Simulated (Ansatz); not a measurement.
`O[SiH2]S` + CH₄ → `C[SiH2]O` + H₂S at 700 K and 1 bar (formal exchange of groups at the Si–S bond).

Computed with Ansatz on PBE0-D4/def2-TZVP structures; ΔE is electronic, products minus reactants. CCSD(T)/CBS adds triple-zeta CCSD(T) − MP2 to the extrapolated MP2 energy (def2 sets, frozen cores). This one scheme is used for every species. One conformer a species, not always the lowest.

```tsv
species	CCSD(T)/CBS energy (Eh)	H − E (kJ/mol)	S (J/(mol·K))
`O[SiH2]S`	-764.50758	164.6	382.9
CH₄	-40.46206	145.9	224.0
`C[SiH2]O`	-405.96945	239.4	390.4
H₂S	-398.97279	64.8	236.9
```

H − E and S are ideal-gas, rigid-rotor, harmonic terms from PBE0-D4/def2-TZVP, for one conformer and one mirror image of each species. 1 Eh = 2625.50 kJ/mol, R = 8.31446 J/(mol·K).

Problem. By hand: ΔE, ΔH, ΔS and ΔG.

Solution. ΔE = (-405.96945) + (-398.97279) − (-764.50758) − (-40.46206) = 0.02740 Eh = 71.9 kJ/mol. Δ(H − E) = 239.4 + 64.8 − 164.6 − 145.9 = -6.3, so ΔH = 65.6 kJ/mol. ΔS = 390.4 + 236.9 − 382.9 − 224.0 = 20.4 J/(mol·K). ΔG = 65.6 − 700 × (20.4)/1000 = 51.3 kJ/mol.

Problem. By hand: the equilibrium constant, and the temperature at which ΔG would vanish if ΔH and ΔS stayed fixed.

Solution. log₁₀ K = −ΔG/(RT ln 10) = -3.8. ΔG = 0 at ΔH/ΔS = 3216 K, far beyond where these terms or the molecules hold.

ΔH outweighs TΔS. A doubt of 5 kJ/mol in ΔE shifts log₁₀ K by 0.4 here. Other conformers and mirror images would add mixing entropy, several J/(mol·K) or more a flexible species. These are equilibria of isolated gas molecules and say nothing of rates. Largest T1 diagnostic: 0.011 (customary marks: 0.02 for closed shells, 0.045 for open ones).
